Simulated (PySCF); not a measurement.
## How the functional moves excitation energies

Compound: C₂H₃N.
Bonds: C1–C2, C2–N3 (triple). Hydrogens: H4, H5, H6 on C1.

Linear-response calculations in the def2-SVPD basis (PySCF; singlets by full response, triplets Tamm–Dancoff, core orbitals frozen in the response; HF means time-dependent Hartree–Fock). 'Strongest' is the level of largest summed f among the singlets computed (10 roots, of which the last may lack a degenerate partner); it can jump between rows when another state enters that window. S1 is the lowest singlet of each run and needn't be the same state throughout; f(S1) is that of one state. Isolated species at its PBE0-D3(BJ)/def2-SVP geometry, gas phase.

```tsv
functional	kind	S1 (eV)	f(S1)	strongest (eV)	T1 (eV)	HOMO (eV)	gap (eV)	ionisation energy, ΔSCF (eV)
LDA	LDA	7.78	0.000	9.88	6.65	-8.30	7.78	12.40
B3LYP	global hybrid, 20% exact exchange	7.73	0.000	10.12	6.33	-9.25	9.28	12.27
PBE0	global hybrid, 25% exact exchange	7.76	0.000	10.44	6.27	-9.49	9.87	12.23
BHandHLYP	global hybrid, 50% exact exchange	7.52	0.000	10.79	6.12	-10.73	11.51	12.12
CAM-B3LYP	range-separated hybrid	7.70	0.000	10.59	6.31	-10.94	11.90	12.35
wB97X-D	range-separated hybrid	7.76	0.000	10.91	6.42	-11.43	13.44	12.29
LC-wPBE	range-separated hybrid	7.79	0.000	11.38	6.27	-12.41	14.48	12.44
HF	Hartree–Fock	6.97	0.000	11.91	5.43	-12.64	14.90	not settled
```

Task: What does PBE (GGA) give?

Result: S1 (eV) 7.81, f(S1) 0.000, strongest (eV) 9.73, T1 (eV) 6.42, HOMO (eV) -8.12, gap (eV) 7.81, ionisation energy, ΔSCF (eV) 12.88. S1 runs from 6.97 eV (HF) to 7.81 eV (PBE), a spread of 0.84 eV, while the orbital gap spreads over 7.1 eV. −ε(HOMO) comes closest to its own ΔSCF ionisation energy with LC-wPBE (-0.03 eV) and misses most with PBE (-4.76 eV). 'Not settled' means that the ion's SCF failed to converge or may have ended in another state than the lowest.
